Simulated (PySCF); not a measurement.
Potential energy of SH along the bond

Set-up: PySCF, spin-free X2C with a Gaussian nucleus, basis sets H x2c-TZVPPall, S x2c-TZVPPall. Energies in eV from H + S in their ground configurations at the same level. State: ²Π (doublet), unpaired electrons π ↑.

All columns are UHF. A positive dipole means H(−)S(+).

| R (Å) | E (eV) | μ (D) | Mulliken charge on H (basis-dependent) | HOMO (eV) | LUMO (eV) | Mayer bond order | ⟨S²⟩ |
| --- | --- | --- | --- | --- | --- | --- | --- |
| 1.158 | -2.044 | -0.91 | 0.07 | -10.33 | 0.29 | 1.05 | 0.76 |
| 1.211 | -2.378 | -0.91 | 0.07 | -10.32 | 0.30 | 1.04 | 0.76 |
| 1.265 | -2.560 | -0.90 | 0.08 | -10.31 | 0.31 | 1.03 | 0.76 |
| 1.306 | -2.620 | -0.89 | 0.08 | -10.31 | 0.31 | 1.03 | 0.76 |
| 1.346 | -2.625 | -0.89 | 0.08 | -10.30 | 0.32 | 1.02 | 0.76 |
| 1.386 | -2.587 | -0.88 | 0.09 | -10.30 | 0.32 | 1.02 | 0.76 |
| 1.440 | -2.483 | -0.86 | 0.09 | -10.30 | 0.32 | 1.01 | 0.76 |
| 1.508 | -2.287 | -0.85 | 0.09 | -10.30 | 0.33 | 1.01 | 0.76 |
| 1.588 | -1.987 | -0.82 | 0.09 | -10.31 | 0.33 | 1.00 | 0.77 |
| 1.696 | -1.525 | -0.77 | 0.09 | -10.32 | 0.34 | 0.97 | 0.78 |

A fit through these points gives, at Re = 1.330 Å, μ = -0.89 D and dμ/dR = 0.180 D/Å; the reduced mass is 0.977 u.

How strong is the fundamental in the double-harmonic approximation, I = 42.26·(dμ/dR)²/μred km/mol?

I = 42.26·(0.180)²/0.977 = 1.40 km/mol at UHF.

Hartree–Fock leaves out correlation, which carries a large part of most bond energies and some tenths to 1 eV of ionisation energies. The state was picked by a PBE0 search and need not be the measured ground state.
